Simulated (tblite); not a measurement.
C3H5FS.
Geometry (GFN2-xTB, Å), atoms numbered from 1 in this order:
```
atom  x, y, z in Å
F1    -0.8861    1.5651    1.0753
C2    -0.3744    0.8607    0.0288
C3    -1.0039   -0.4459   -0.3212
C4     0.3455   -0.4132    0.3387
S5     1.7885   -0.8591   -0.6426
H6    -0.0104    1.5318   -0.7389
H7    -1.8397   -0.7805    0.2737
H8    -1.0593   -0.7116   -1.3653
H9     0.4170   -0.7230    1.3721
H10    2.6318   -0.0197   -0.0431
```

Computed values, GFN2-xTB/tblite, gas phase, harmonic and unscaled. Errors from tens to a few hundred cm⁻¹ against measured bands are possible. Modes of hydrogen on sulfur can be 10 to 20 % off. One conformer, not necessarily the lowest.

Harmonic wavenumbers (cm⁻¹): 153.0, 202.5, 247.5, 359.0, 420.5, 702.5, 801.1, 847.9, 936.9, 977.6, 1000.3, 1039.1, 1061.6, 1073.4, 1137.3, 1190.8, 1231.6, 1358.4, 1438.1, 2424.6, 3049.4, 3058.2, 3098.0, 3117.3.

A = 10280, B = 2224, C = 1990 MHz; mass 92.010 u (most abundant isotopes); point group C1, symmetry number 1.

Question: What is the zero-point energy?

Answer: ½Σν̃ = 15463 cm⁻¹ = 184.98 kJ/mol.

Question: What is S at 400 K and 1 bar for an ideal gas of classical rigid rotors and harmonic oscillators?

Answer: Translation 171.36, rotation 113.96, vibration 61.31: S = 346.6 J/(mol K).

Question: And Cp and H(400 K) − H(0)?

Answer: Cp = 112.42 J/(mol K), of which vibrations give 79.16 (their classical limit is 24 R = 199.5); H(400 K) − H(0) = 27.77 kJ/mol without the zero-point energy, 14.47 from vibrations.

Question: What must be added to the electronic energy to get the Gibbs energy at 400 K and 1 bar?

Answer: ZPE + [H(400 K) − H(0)] − T·S = 184.98 + 27.77 − 138.65 = 74.10 kJ/mol.

Question: How do the functions run with temperature in this model?

Answer: 
```tsv
T (K)	S (J/(mol K))	Cp (J/(mol K))	H − H(0) (kJ/mol)	G − H(0) (kJ/mol)	ln q(vib)
100	245.9	48.4	3.82	-20.77	0.21
200	285.7	68.4	9.68	-47.46	1.00
300	317.5	90.5	17.60	-77.66	1.97
500	373.7	130.7	39.96	-146.92	4.13
800	443.8	166.6	85.11	-269.95	7.50
1000	482.7	181.5	120.00	-362.69	9.64
```

q(vib) and H(0) count from the zero-point level.

Hindered rotation and anharmonicity are outside this model. Other conformers, if any are populated, would add a mixing term that is left out. The structure is chiral; the term R ln 2 for an equal mix with its mirror image is left out.
